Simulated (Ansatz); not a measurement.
## Worked example: correlation energy of HGe–NH$_{2}$⁺, doublet

Geometry: that of the HGe–NH2, singlet, kept fixed.

| atom | x (Å) | y (Å) | z (Å) |
| --- | --- | --- | --- |
| Ge | 0.0000 | -0.0292 | 0.3354 |
| N | 0.0000 | 0.0337 | -1.4792 |
| H | 0.0000 | 1.5671 | 0.4649 |
| H | 0.0000 | 0.8718 | -2.0380 |
| H | 0.0000 | -0.8031 | -2.0403 |

Basis cc-pVTZ; Ansatz 0.2.0. Correlated methods freeze the noble-gas cores and the filled d shells of p-block atoms, which leaves 11 electrons in 100 orbitals. Prefix R: restricted or restricted open-shell reference; prefix U: unrestricted. No spin–orbit coupling is included, and no scalar relativity.

Full CI isn't at hand for all of this; UCCSDT(Q) serves as the reference, and is uncertain by about the last step of the cluster series.

Runs differ by some tens of microhartree through their thresholds and, for an open shell, their frozen cores, so steps under 0.03 kcal/mol mean nothing.

```tsv
level	total energy (hartree)
UHF	-2131.318595
UMP2	-2131.612538
UCCSD	-2131.632066
UCCSD(T)	-2131.645489
UCCSDT	-2131.646243
UCCSDT(Q)	-2131.647205
```

Problem. What is the correlation energy at UCCSDT(Q), and what share of it do UMP2 and UCCSDT recover?

Solution. E(corr) = -2131.647205 − (-2131.318595) = -0.328610 hartree = -8.942 eV. UMP2: -0.293943 / -0.328610 = 89.45 %. UCCSDT: -0.327648 / -0.328610 = 99.71 %.

Problem. By how many kcal/mol does UCCSD(T) miss UCCSDT(Q) (1 hartree = 627.509 kcal/mol), and which steps make up the rest?

Solution. -2131.645489 − (-2131.647205) = 0.001716 hartree = 1.08 kcal/mol. Steps: UCCSDT − UCCSD(T) = -0.47, UCCSDT(Q) − UCCSDT = -0.60 kcal/mol. Differences between like states or geometries often cancel part of this.
